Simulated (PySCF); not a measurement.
Species: formyl fluoride, CHFO.
Numbering: `[O:1]=[CH:2][F:3]` (hydrogens: H4 on C2)

The same species was optimised twice, with GFN2-xTB and with PBE0-D3(BJ)/def2-SVP (PySCF), and the same property calculations (PySCF, gas phase) were run on both structures.

| coordinate | GFN2-xTB | PBE0-D3(BJ)/def2-SVP | change |
| --- | --- | --- | --- |
| C2–F3 (Å) | 1.341 | 1.329 | -0.012 |
| C2–H4 (Å) | 1.098 | 1.108 | +0.010 |
| O1=C2 (Å) | 1.171 | 1.177 | +0.006 |
| O1–C2–H4 (°) | 129.0 | 127.2 | -1.8 |
| O1–C2–F3 (°) | 122.3 | 123.2 | +0.9 |
| F3–C2–H4 (°) | 108.7 | 109.5 | +0.8 |

Rotational constants: A = 91109, B = 11900, C = 10525 MHz (GFN2-xTB) against A = 92485, B = 11873, C = 10522 MHz (PBE0-D3(BJ)/def2-SVP). Point groups within 0.08 Å: Cs and Cs.

On the GFN2-xTB structure: HOMO (eV) -9.52 [PBE0/pcSseg-1]; LUMO (eV) -0.78 [PBE0/pcSseg-1]; dipole (D) 2.16 [PBE0/pcSseg-1]; GIAO shielding of O1 (ppm) -132.6 [PBE0/pcSseg-1]; GIAO shielding of C2 (ppm) 29.5 [PBE0/pcSseg-1]; GIAO shielding of F3 (ppm) 109.8 [PBE0/pcSseg-1].

Task: What do these properties become on the PBE0-D3(BJ)/def2-SVP structure?

Result: 
```
                                    property          level  on GFN2-xTB  on PBE0-D3(BJ)/def2-SVP  change
                                   HOMO (eV)  PBE0/pcSseg-1        -9.52                    -9.45   +0.07
                                   LUMO (eV)  PBE0/pcSseg-1        -0.78                    -0.77   +0.01
                                  dipole (D)  PBE0/pcSseg-1         2.16                     2.14   -0.02
energy, GFN2-xTB geometry as zero (kcal/mol)  PBE0/pcSseg-1          0.0                      0.0     0.0
                  GIAO shielding of O1 (ppm)  PBE0/pcSseg-1       -132.6                   -138.5    -5.9
                  GIAO shielding of C2 (ppm)  PBE0/pcSseg-1         29.5                     28.3    -1.2
                  GIAO shielding of F3 (ppm)  PBE0/pcSseg-1        109.8                    116.0    +6.2
```

The heavy atoms differ by 0.007 Å rms after alignment. Among all bonds C2–F3 changes most (-0.012 Å). Changes are differences of the printed values. Neither structure is proved a minimum here.
